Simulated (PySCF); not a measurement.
Molecule: SMILES C1[C@@H](CC)[C@@H]1F, C5H9F.

Molfile (atoms numbered from 1):
```
C5H9F
     RDKit          3D

 15 15  0  0  0  0  0  0  0  0999 V2000
    1.8317   -0.8400   -0.0481 C   0  0  0  0  0  0  0  0  0  0  0  0
    0.6691   -0.1892    0.6857 C   0  0  0  0  0  0  0  0  0  0  0  0
   -0.6321   -0.2945   -0.0684 C   0  0  2  0  0  0  0  0  0  0  0  0
   -0.9720    0.6723   -1.1840 C   0  0  0  0  0  0  0  0  0  0  0  0
   -1.7146    0.7077    0.1055 C   0  0  1  0  0  0  0  0  0  0  0  0
   -3.0007    0.2723    0.1131 F   0  0  0  0  0  0  0  0  0  0  0  0
    2.7715   -0.7459    0.5168 H   0  0  0  0  0  0  0  0  0  0  0  0
    1.6463   -1.9134   -0.2121 H   0  0  0  0  0  0  0  0  0  0  0  0
    1.9835   -0.3782   -1.0364 H   0  0  0  0  0  0  0  0  0  0  0  0
    0.8946    0.8761    0.8677 H   0  0  0  0  0  0  0  0  0  0  0  0
    0.5473   -0.6474    1.6825 H   0  0  0  0  0  0  0  0  0  0  0  0
   -0.9989   -1.3147   -0.2310 H   0  0  0  0  0  0  0  0  0  0  0  0
   -1.5135    0.2743   -2.0457 H   0  0  0  0  0  0  0  0  0  0  0  0
   -0.2768    1.4868   -1.4087 H   0  0  0  0  0  0  0  0  0  0  0  0
   -1.5651    1.5469    0.7947 H   0  0  0  0  0  0  0  0  0  0  0  0
  1  2  1  0
  2  3  1  0
  3  4  1  0
  4  5  1  0
  5  6  1  0
  5  3  1  0
  1  7  1  0
  1  8  1  0
  1  9  1  0
  2 10  1  0
  2 11  1  0
  3 12  1  6
  4 13  1  0
  4 14  1  0
  5 15  1  1
M  END
```

Geometry PBE0-D3(BJ)/def2-SVP throughout; GIAO in PySCF 2.14, gas phase, one conformer, non-relativistic; equivalent atoms averaged; basis pcSseg-1.

Q: How do the shifts δ (against TMS, CFCl3 at the same level) depend on the functional? (a selection of nuclei; ppm; last column core-seconds on shared hosts with different chips, so compare them loosely; the GGAs took longer than the global hybrids here, which isn't the general rule, and the cause wasn't traced)

A: 
```tsv
functional	kind	C5	C2	C4	F6	H11	H7/H8/H9	H12	H14	H10	core-s
HF	Hartree–Fock	63.2	23.5	9.0	-191.8	1.81	1.07	0.81	0.15	-0.01	4.4
LDA	LDA	80.1	28.4	14.5	-250.4	2.15	0.97	0.95	0.22	0.17	13
PBE	GGA	77.1	29.2	14.0	-240.5	2.11	1.00	0.86	0.21	0.20	15
BLYP	GGA	77.9	30.5	14.3	-237.4	2.12	1.03	0.84	0.21	0.21	16
BP86	GGA	77.2	29.0	14.1	-242.8	2.09	1.01	0.88	0.21	0.20	16
OPBE	GGA	73.7	27.6	13.4	-232.5	2.05	0.98	0.89	0.24	0.26	16
KT2	GGA	74.2	29.0	13.0	-246.4	2.13	1.00	0.84	0.18	0.17	21
KT3	GGA	73.0	29.3	13.0	-234.3	2.10	1.01	0.84	0.21	0.23	21
B97-D	GGA	75.1	29.2	13.4	-234.3	2.09	1.04	0.86	0.22	0.23	17
B3LYP	global hybrid	75.0	28.6	13.3	-225.8	2.03	1.03	0.86	0.20	0.15	9.9
PBE0	global hybrid	73.5	27.1	12.9	-225.4	2.00	1.01	0.88	0.20	0.13	13
mPW1PW91	global hybrid	73.5	27.0	12.9	-225.1	1.98	1.01	0.88	0.20	0.13	13
WP04	global hybrid	76.3	28.6	13.8	-220.3	1.88	1.00	0.96	0.28	0.21	12
B97-2	global hybrid	72.8	27.3	12.7	-223.5	2.00	1.02	0.87	0.20	0.16	12
BHandHLYP	global hybrid	70.7	26.5	11.8	-210.9	1.94	1.04	0.86	0.19	0.08	12
CAM-B3LYP	range-separated hybrid	74.6	27.0	13.2	-217.2	1.98	1.03	0.89	0.22	0.11	16
wB97X-D	range-separated hybrid	73.7	26.3	13.2	-220.2	1.93	1.01	0.88	0.21	0.10	16
LC-wPBE	range-separated hybrid	74.0	24.2	13.4	-208.3	1.85	0.99	0.94	0.27	0.08	23
```

Q: Which nucleus among those listed moves most, in ppm?

A: F6 (fluorine on an sp3 carbon): from -250.4 ppm with LDA to -191.8 ppm with HF. The smallest spread is 0.10 ppm, at H7/H8/H9. Proton shifts span only some 12 ppm, so a few tenths of a ppm matter as much there as several ppm in carbon.
